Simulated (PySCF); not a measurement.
Species: 2-oxazoline, C3H5NO.
SMILES: `C1=NCCO1`

Theory: MP2 and CCSD/aug-cc-pVDZ in PySCF, restricted Hartree–Fock reference, 5 core orbitals frozen, non-relativistic, gas phase, PBE0-D3(BJ)/def2-SVP geometry.

E(HF) = -245.83742 Eh.

(1) How large is the problem?

(2) What are the MP2 and CCSD correlation energies?

(3) What is the T1 diagnostic?

(4) How does correlation change the dipole moment?

Answers

(1) 160 basis functions and 38 electrons; 5 orbitals frozen, which leaves o = 14 correlated occupied and v = 141 virtual orbitals. That is o·v = 1974 singles and o·v(o·v + 1)/2 = 1949325 distinct closed-shell doubles amplitudes before symmetry; the costliest CCSD step grows as o²v⁴ = 7.7 × 10^10.

(2) MP2 -0.7797 Eh and CCSD -0.8143 Eh, which gives totals of -246.61712 and -246.65176 Eh. That is 0.791 eV for each correlated electron at CCSD (2138 kJ/mol in all, 0.330 % of the total energy); MP2 gives 95.7 % of the CCSD value.

(3) 0.0143, below the customary warning level of 0.02. It is the norm of the spatial-orbital singles amplitudes over the root of the number of correlated electrons, so the norm is 0.076.

(4) HF gives 1.76 D and CCSD (unrelaxed density) 1.73 D, a change of -0.03 D.

No triples correction and no basis-set extrapolation were made.
